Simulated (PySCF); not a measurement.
These 2 structures share the formula [C5H11S]- (charge -1). Computed with PBE0-D3(BJ)/def2-SVP geometry optimisation, gas phase in PySCF. Energies are electronic, without zero-point or thermal terms, for one conformer each. No frequencies were run at this level. Point groups hold within 0.08 Å.

Task: Order them by energy at this level, lowest first, and give relative energies in kJ/mol.
A. `[CH3:1][CH2:2][C:3]([CH3:4])([CH3:5])[S-:6]` (charge -1) with C1–C2–C3–C4 63°
B. `[CH3:1][CH:2]([CH3:3])[C@H:4]([CH3:5])[S-:6]` (charge -1) with C1–C2–C4–C5 -177°

Result: A (0.0), B (9.5).

Neighbours under 21 kJ/mol apart (CCC(C)(C)[S-] and CC(C)[C@H](C)[S-]) can change places with a better method, another conformer or zero-point energy.

```csv
SMILES,E (Eh),E rel (kJ/mol),dipole about centre of mass (D),point group,"A, B, C (MHz)"
CCC(C)(C)[S-],-594.73425,0.0,4.27,C1,"3037, 2454, 1954"
CC(C)[C@H](C)[S-],-594.73062,9.5,5.56,C1,"3793, 2131, 1458"
```

Task: How do the relative energies change in single points at PBE0/pcSseg-1 (no added dispersion term) on the same geometries?

Result: 
| SMILES | PBE0-D3(BJ)/def2-SVP (kJ/mol) | PBE0/pcSseg-1 (kJ/mol) | shift |
| --- | --- | --- | --- |
| CCC(C)(C)[S-] | 0.0 | 0.0 | 0.0 |
| CC(C)[C@H](C)[S-] | 9.5 | 8.3 | -1.2 |

Each column counts from its own lowest isomer. The order is unchanged; the largest shift is 1.2 kJ/mol.
